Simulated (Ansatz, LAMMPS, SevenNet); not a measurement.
# Ladder of methods for the TO(Γ) frequency of rock-salt CaO

Reference value: 311 cm⁻¹ (measured, temperature not stated, not corrected to a static lattice; as tabulated in Roshan et al. (2021), arXiv:2110.13857).

| level (code) | value (cm⁻¹) | cell (Å³/atom) | difference (%) |
|---|---|---|---|
| ionic model cherry1995 (shell model, LAMMPS) | 326 | 12.19 | +4.8 |
| ionic model lewis1985c (shell model, LAMMPS) | 289 | 13.88 | -7.1 |
| ionic model pedone2006 (rigid ions, LAMMPS) | 391 | 13.61 | +26 |
| SevenNet-l3i5 (SevenNet) | 259 | 14.19 | -16.7 |
| LDA (Ansatz) | 291 | 13.04 | -6.4 |
| PBE (Ansatz) | 255 | 14.09 | -18.0 |
| r²SCAN (Ansatz) | 283 | 13.78 | -9.0 |

Leaving aside ionic model cherry1995, ionic model lewis1985c, ionic model pedone2006, which can be fitted to such values or carry a doubt: Closest of these to the reference: LDA (-6.4 %). PBE (-18.0 %) misses by most. Within 10 %: LDA, r²SCAN. All 4 levels lie below the reference.

The reference has no zero-point or thermal correction, while the calculations are for a static lattice, so the differences are not the levels' errors alone.  Each level is taken at its own relaxed cell. Cutoffs differ between the levels. Ansatz's density-functional and Hartree–Fock values are scalar-relativistic unless marked +SOC, with PAW data made under PBE.

Empirical potentials (ionic model cherry1995, ionic model lewis1985c, ionic model pedone2006) are fitted to chosen data, which need not cover the solid at hand: agreement can be built in, and what lay outside the fit can be far off. Machine-learned potentials (SevenNet-l3i5) are trained on DFT data, which may include these solids.

Differences are worked out from the printed values.

Ansatz is a first-principles code.
